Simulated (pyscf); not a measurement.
A first-order saddle from PySCF, ωB97X-D3(BJ)/def2-SVP:

```
In
H 1 1.8477
H 2 1.1249 1 77.24
H 2 1.1249 3 154.50 1 0.00
Cl 1 2.3099 2 116.64 3 90.00
Cl 1 2.3101 2 116.72 3 -90.00
```

Surface: singlet, charge 0. Lowest wavenumbers (cm⁻¹): 1948i, 91, 237, 321, 377.

Name the species on either side of this saddle.

Cl–InH–Cl + H₂ <-> Cl–InH–Cl + H₂, a four-centre exchange read from left to right: H–In, H–H broken and H–In, H–H formed. At ωB97M-D3(BJ)/def2-TZVP it lies +48.2 kcal/mol from the left side and +48.2 kcal/mol from the right (each side as separated species at their lowest minima found). At the saddle there is also a short H–In contact that neither side keeps. The same reactants have a lower exit, to HCl + Cl–InH₂ (barrier +30.9 kcal/mol at ωB97M-D3(BJ)/def2-TZVP, against +48.2 kcal/mol here). This is the saddle that the search found; another between the same sides may lie lower. Elements past Kr carry the def2 core potentials, without spin-orbit coupling.
